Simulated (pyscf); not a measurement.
## Four-centre exchange: H₂N–SiH₂–F (SMILES N[SiH2]F) + NH₃ (SMILES N) → H₂N–SiH(NH₂)–F (SMILES N[SiH](N)F) + H₂ (SMILES [H][H])

Gas phase, singlet surface, charge 0. Bonds broken: Si2–H6, N8–H9. Bonds formed: Si2–N8, H6–H9. Structures and frequencies: ωB97X-D3(BJ)/def2-SVP in PySCF.

Transition state (Å):

```xyz
11

N     -1.0547    -1.0948     0.5655
Si    -0.2740     0.1335    -0.3272
F      1.3237     0.3536    -0.5984
H     -1.4358    -1.9058     0.0897
H     -0.9594    -1.2106     1.5667
H      0.0620     0.8456     1.3571
H     -0.6946    -0.2989    -1.7032
N     -1.0145     1.8614    -0.2853
H     -0.5248     1.6306     0.8345
H     -0.5153     2.5531    -0.8474
H     -2.0223     1.9506    -0.4234
```

One imaginary mode, 1436i cm⁻¹; descent along it reached the two sides named.

```
bond    change  reactant side (Å)  saddle  product side
------  ------  -----------------  ------  ------------
Si2–H6  breaks              1.480   1.859           4.0
N8–H9   breaks              1.020   1.244           2.6
Si2–N8   forms                2.8   1.880         1.718
H6–H9    forms                2.9   1.111         0.762
```

Electronic energies relative to the separated reactants (kJ/mol):

```csv
level,barrier,reaction energy,reverse barrier
ωB97X-D3(BJ)/def2-TZVP,142.6,-55.4,198.0
PBE/def2-TZVP,123.8,-46.6,170.4
r²SCAN/def2-TZVP,127.5,-57.8,185.4
B3LYP-D3(BJ)/def2-TZVP,144.8,-53.0,197.8
PBE0-D3(BJ)/def2-TZVP,129.0,-50.7,179.7
M06-2X/def2-TZVP,144.1,-65.2,209.3
ωB97M-D3(BJ)/def2-TZVP,142.1,-53.3,195.4
HF/def2-TZVP,225.0,-42.3,267.3
```

With ωB97M-D3(BJ)/def2-TZVP energies and thermal terms (ideal gas, 1 atm, RRHO with modes under 100 cm⁻¹ raised to 100, one conformer, R ln 2 for chiral ones without a mode under 150 cm⁻¹), in kJ/mol:

```csv
T (K),ΔH‡,ΔG‡,ΔH,ΔG
298,134.8,180.0,-67.2,-60.2
600,135.2,225.9,-60.9,-55.5
900,138.2,270.7,-56.1,-54.0
1200,141.9,314.3,-52.6,-53.8
```

At the saddle there is also a short H–Si contact that neither side keeps. One saddle was located; it need not be the lowest between these sides.
